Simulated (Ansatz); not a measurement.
We consider fcc Pb, described by r²SCAN-D4 (plane waves, PAW; Ansatz, a quantum-chemistry and plane-wave program).

Numerical settings: plane-wave cutoff 500 eV, 26×26×26 k mesh, Fermi–Dirac smearing 0.1 eV, scalar-relativistic PAW data made under PBE.

Computed at the level's own relaxed cell.

Task: What does this level give for the equilibrium volume per atom and lattice constant a?

Result: 
* **equilibrium volume per atom**: 30.73 Å³/atom
* **lattice constant a**: 4.972 Å

Measured, for comparison: equilibrium volume per atom 29.45 Å³/atom (low-temperature or extrapolated to 0 K; zero-point anharmonic expansion removed; as tabulated in Csonka et al. (2009), arXiv:0903.4037); lattice constant a 4.902 Å (low-temperature or extrapolated to 0 K; zero-point anharmonic expansion removed, our sources range from 4.902 to 4.912; as tabulated in Csonka et al. (2009), arXiv:0903.4037). Computed (rounded) less measured: equilibrium volume per atom +4.3 %, lattice constant a +1.4 % (+1.2 % to +1.4 % over the range).

Spin–orbit coupling is not included; it can shift volumes and moduli of such heavy elements.

The computed numbers hold no vibrational or temperature effects.

Cost on a shared machine: very roughly 100 core-seconds.
